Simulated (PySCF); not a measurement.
First SCF of a structure search on quartet Al3, at a hand-made obtuse triangle geometry. PySCF input:

```python
from pyscf import gto, scf, dft
mol = gto.M(atom='''
Al     0.000000     0.000000     0.000000
Al     1.965600     1.512000     0.000000
Al    -1.965600     1.512000     0.000000''',
    basis={'Al': 'def2-TZVP'},
    charge=0, spin=3)
mf = dft.UKS(mol, xc='PBE0')
mf.grids.atom_grid = (50, 194)
aux = {'Al': 'def2-universal-JKFIT'}
mf = mf.density_fit(auxbasis=aux)
mf.conv_tol = 1e-08
mf.diis_space = 10
mf.max_cycle = 60
mf.init_guess = 'minao'
mf.verbose = 4
mf.kernel()
```

Excerpt of the output (cycles alone):

```
init E= -726.965990715059
cycle= 1 E= -726.863912476045  delta_E= 0.102  |g|= 0.108  |ddm|= 1.15
cycle= 2 E= -726.864339842988  delta_E= -0.000427  |g|= 0.0835  |ddm|= 0.305
cycle= 3 E= -726.869564630538  delta_E= -0.00522  |g|= 0.0305  |ddm|= 0.186
cycle= 4 E= -726.870573141803  delta_E= -0.00101  |g|= 0.00466  |ddm|= 0.0613
cycle= 5 E= -726.870636131754  delta_E= -6.3e-05  |g|= 0.00297  |ddm|= 0.0212
cycle= 6 E= -726.870652271134  delta_E= -1.61e-05  |g|= 0.00103  |ddm|= 0.00697
cycle= 7 E= -726.870659179356  delta_E= -6.91e-06  |g|= 0.000385  |ddm|= 0.00727
cycle= 8 E= -726.870660727823  delta_E= -1.55e-06  |g|= 0.000147  |ddm|= 0.00401
cycle= 9 E= -726.870660956287  delta_E= -2.28e-07  |g|= 4.87e-05  |ddm|= 0.00174
cycle= 10 E= -726.870660973648  delta_E= -1.74e-08  |g|= 1.8e-05  |ddm|= 0.000462
cycle= 11 E= -726.870660975245  delta_E= -1.6e-09  |g|= 5.66e-06  |ddm|= 0.000128
Extra cycle  E= -726.870660975371  delta_E= -1.26e-10  |g|= 3.58e-06  |ddm|= 2.37e-05
converged SCF energy = -726.870660975371  <S^2> = 3.757749  2S+1 = 4.0038726
```

No lower solution of this spin was found from smeared starts or by a stability analysis within the unrestricted form.

The search for the lowest solution, 3 starts and the stability check together, took 10 s on 4 threads of a shared Arm Neoverse V2 host, with 111 basis functions; the process peaked at 0.42 GiB. Launch command: `OMP_NUM_THREADS=4 python axn.py task.json out`.
